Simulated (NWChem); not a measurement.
Molecule: propane (C₃H₈); SMILES CCC

Program: NWChem. Coordinates come from a PBE0/def2-SVP optimisation. LC-ωPBE (HJS hole) with def2-SVP; x = 1 − exp(−ω/0.25 bohr⁻¹) is a scale chosen for this fit.

```
row           x  −ε(HOMO) (eV)
--------  -----  -------------
ω = 0.05  0.181           8.35
ω = 0.10  0.330           9.07
ω = 0.40  0.798       withheld
ω = 0.60  0.909          12.69
ω = 0.80  0.959          13.09
```

Q: Fit a straight line of the last column on the one before it, predict the withheld value, and compare with the run.

A: 
1. Means of the 4 shown rows: x = 0.5948, y = 10.800. Slope Σ(x − x̄)(y − ȳ)/Σ(x − x̄)² = 2.900/0.4727 = 6.134; intercept 7.152.
2. The shown rows scatter about the line by 0.077 (root mean square); the largest residual is -0.11, at ω = 0.10.
3. At x = 0.798 (ω = 0.40; inside the shown range) the line gives 12.05.
4. The run gives 11.88, -0.17 from the line, 2.2 times the scatter.
